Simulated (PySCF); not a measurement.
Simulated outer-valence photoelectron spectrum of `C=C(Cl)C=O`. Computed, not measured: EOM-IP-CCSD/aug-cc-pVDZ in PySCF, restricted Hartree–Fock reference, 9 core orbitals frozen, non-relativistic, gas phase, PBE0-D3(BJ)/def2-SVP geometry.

Each root has a Gaussian of 0.4 eV full width with its one-hole share as area; cross sections and vibrations are left out, and the highest printed point is 100.

| ionisation energy (eV) | intensity |
| --- | --- |
| 9.8 | 1 |
| 10.0 | 14 |
| 10.2 | 68 |
| 10.4 | 100 |
| 10.6 | 43 |
| 10.8 | 5 |
| 11.0 | 0 |
| 11.2 | 0 |
| 11.4 | 0 |
| 11.6 | 0 |
| 11.8 | 8 |
| 12.0 | 41 |
| 12.2 | 50 |
| 12.4 | 15 |
| 12.6 | 2 |
| 12.8 | 10 |
| 13.0 | 43 |
| 13.2 | 47 |
| 13.4 | 13 |
| 13.6 | 1 |
| 13.8 | 8 |
| 14.0 | 41 |
| 14.2 | 50 |
| 14.4 | 17 |
| 14.6 | 22 |
| 14.8 | 52 |
| 15.0 | 40 |
| 15.2 | 46 |
| 15.4 | 49 |
| 15.6 | 14 |
| 15.8 | 6 |
| 16.0 | 32 |
| 16.2 | 53 |
| 16.4 | 22 |
| 16.6 | 2 |

Where are the maxima, and how many lines lie under the curve?

7 maxima, at 10.4, 12.1, 13.1, 14.1, 14.8, 15.3 and 16.2 eV, from 8 lines. At this width some lines have no maximum of their own.

List the lines with their holes.

| E (eV) | leading hole (HF orbital) | area | Koopmans (eV) |
| --- | --- | --- | --- |
| 10.30 | HOMO | 0.96 | 10.51 |
| 10.42 | HOMO-1 | 0.94 | 12.12 |
| 12.13 | HOMO-2 | 0.95 | 13.18 |
| 13.11 | HOMO-3 | 0.94 | 14.03 |
| 14.13 | HOMO-4 | 0.95 | 15.36 |
| 14.83 | HOMO-5 | 0.92 | 15.71 |
| 15.32 | HOMO-6 | 0.94 | 16.96 |
| 16.17 | HOMO-7 | 0.93 | 18.33 |

The widest gap, 1.71 eV, lies between 10.42 and 12.13 eV. Only orbitals with −ε under 21 eV, eight at most, were ionised, so the high end of the curve may lack lines.

The values belong to the conformer `[CH2:1]=[C:2]([Cl:3])[CH:4]=[O:5]`: C1–C2–C4–O5 0°.
